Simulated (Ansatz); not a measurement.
# C4H5N: small, medium and large basis sets

An exercise on one series of results from a longer session: the logs are not shown, and one member is left open.

The runs use Ansatz 0.2.0, Gaussian basis; one geometry, several basis sets.

The runs, in order: PBE0-D4/def2-SVP; ωB97M-V/def2-SVP; PBE0-D4/def2-QZVPP; ωB97M-V/def2-QZVPP; the functionals' def2-TZVPP values are taken from earlier runs.

## The geometry

All runs share one geometry, relaxed beforehand with PBE0-D4 in a triple-zeta def2 set.

SMILES `C/C=C/C#N`, 10 atoms, charge 0, spin multiplicity 1.

Atoms are counted from 1 here; the program's logs count them from 0.

Bond lengths: C1–C2 1.483 Å, C1–H6 1.094 Å, C1–H7 1.091 Å, C1–H8 1.094 Å, C2–C3 1.333 Å, C2–H9 1.087 Å, C3–C4 1.421 Å, C3–H10 1.086 Å, C4–N5 1.152 Å. Angles: C2–C1–H6 110.5°, C2–C1–H7 111.9°, C2–C1–H8 110.5°, H6–C1–H7 108.6°, H6–C1–H8 106.4°, H7–C1–H8 108.6°, C1–C2–C3 124.4°, C1–C2–H9 117.2°, C3–C2–H9 118.4°, C2–C3–C4 122.6°, C2–C3–H10 121.2°, C4–C3–H10 116.2°, C3–C4–N5 179.0°.

Set-up of the first run:

The input, in.yaml:

```yaml
crystal:
  periodic: [false, false, false]
  atoms:
    - {symbol: C, position_ang: [-0.595275, -1.313657, 0.534024]}
    - {symbol: C, position_ang: [-0.179579, 0.100495, 0.373715]}
    - {symbol: C, position_ang: [0.498587, 0.572211, -0.673076]}
    - {symbol: C, position_ang: [0.877417, 1.936798, -0.786870]}
    - {symbol: N, position_ang: [1.193588, 3.039548, -0.897437]}
    - {symbol: H, position_ang: [-1.683020, -1.384776, 0.631451]}
    - {symbol: H, position_ang: [-0.279869, -1.929072, -0.309448]}
    - {symbol: H, position_ang: [-0.173870, -1.735574, 1.451711]}
    - {symbol: H, position_ang: [-0.450514, 0.791247, 1.168018]}
    - {symbol: H, position_ang: [0.792525, -0.077230, -1.492098]}
basis:
  gaussian: {orbitals: def2-SVP}
hamiltonian: {xc: pbe0, dispersion: d4}
output: {orbitals: {seedname: orbitals}}
```

On the command line:

```
$ ansatz run in.yaml --threads 4 --pin off --events-out ev --progress --plain --max-ram 10444MiB
```

Steps of the session up to this table: PBE0-D4 in def2-SVP; ωB97M-V in def2-SVP; PBE0-D4 in def2-QZVPP; ωB97M-V in def2-QZVPP.

One table of the session follows, with a row left open; its other results are not shown here.

It belongs to the step «Functionals by basis». 

| functional | basis | HOMO (eV) |
| --- | --- | --- |
| PBE0-D4 | def2-SVP | -7.89 |
| PBE0-D4 | def2-TZVPP | -7.96 |
| PBE0-D4 | def2-QZVPP | -7.97 |
| ωB97M-V | def2-SVP | ? |
| ωB97M-V | def2-TZVPP | -10.10 |
| ωB97M-V | def2-QZVPP | -10.11 |

Estimate the missing values for ωB97M-V, def2-SVP.

As computed: HOMO (eV): -10.01. In the column «HOMO (eV)» it lies between ωB97M-V, def2-TZVPP (-10.10) and PBE0-D4, def2-QZVPP (-7.97).
